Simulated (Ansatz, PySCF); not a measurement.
Molecule: C2H2F, charge -1, multiplicity 1. It need not be the lowest isomer of its formula. Whether it binds its extra electron was not tested at this geometry. 
Coordinates optimised at B3LYP-D3(BJ)/def2-TZVP (Ansatz, a quantum-chemistry and plane-wave program):
```
C
C 1 1.3490
H 1 1.0873 2 118.64
H 1 1.0958 3 117.14 2 -180.00
F 2 1.4671 1 107.68 3 -180.00
```
Charge -1, spin multiplicity 1.

Total electronic energies in hartree. Correlated levels leave the core frozen unless marked. No spin-orbit coupling. Non-relativistic. Basis-set limits of correlation are two-point, X^-3; Hartree-Fock from the larger set. The bracket is a focal-point correction in the basis named.

```json
[
 {"level": "HF/cc-pVDZ", "program": "Ansatz", "energy (Eh)": "-176.23821"},
 {"level": "HF-D4/def2-TZVPD", "program": "PySCF + dftd4", "energy (Eh)": "-176.32603"},
 {"level": "M06-L-D4/def2-TZVPD", "program": "PySCF + dftd4", "energy (Eh)": "-177.22710"},
 {"level": "PBE0/def2-TZVP", "program": "Ansatz", "energy (Eh)": "-177.06188"},
 {"level": "r2SCANh-D4/def2-TZVPD", "program": "Ansatz + dftd4", "energy (Eh)": "-177.16180"},
 {"level": "r2SCANh/def2-TZVPD", "program": "Ansatz", "energy (Eh)": "-177.16122"},
 {"level": "r2SCAN0-D4/def2-TZVPD", "program": "Ansatz + dftd4", "energy (Eh)": "-177.14603"},
 {"level": "PW6B95/def2-TZVPD", "program": "PySCF", "energy (Eh)": "-177.46685"},
 {"level": "CAM-B3LYP/def2-TZVPD", "program": "Ansatz", "energy (Eh)": "-177.20067"},
 {"level": "wB97X-V/def2-TZVPD", "program": "Ansatz", "energy (Eh)": "-177.20429"},
 {"level": "B2PLYP-D4/def2-TZVPD", "program": "Ansatz + dftd4", "energy (Eh)": "-177.14188"},
 {"level": "MP2/cc-pVDZ", "program": "Ansatz", "energy (Eh)": "-176.68870"},
 {"level": "MP2/aug-cc-pVTZ", "program": "Ansatz", "energy (Eh)": "-176.90943"},
 {"level": "MP2/cc-pVQZ", "program": "Ansatz", "energy (Eh)": "-176.94554"},
 {"level": "SCS-MP2/STO-3G", "program": "Ansatz", "energy (Eh)": "-173.84639"},
 {"level": "SCS-MP2/6-31G*", "program": "Ansatz", "energy (Eh)": "-176.62794"},
 {"level": "CCSD/6-31G", "program": "Ansatz", "energy (Eh)": "-176.48571"},
 {"level": "CCSD/aug-cc-pVDZ", "program": "Ansatz", "energy (Eh)": "-176.78055"},
 {"level": "CCSD/aug-cc-pVTZ", "program": "Ansatz", "energy (Eh)": "-176.92266"},
 {"level": "CCSD(T)/STO-3G", "program": "Ansatz", "energy (Eh)": "-173.87357"},
 {"level": "CCSD(T)/cc-pwCVTZ", "program": "Ansatz", "energy (Eh)": "-176.93336"},
 {"level": "RI-MP2/CBS(aug-cc-pVTZ,aug-cc-pVQZ)+[CCSD(T)-MP2]/aug-cc-pVDZ", "program": "Ansatz", "energy (Eh)": "-177.0278"},
 {"level": "RI-MP2/CBS(aug-cc-pVTZ,aug-cc-pVQZ)+[CCSD(T)-MP2]/aug-cc-pVTZ", "program": "Ansatz", "energy (Eh)": "-177.0277"}
]
```

Totals of different functionals don't rank their quality; only differences between species are comparable.
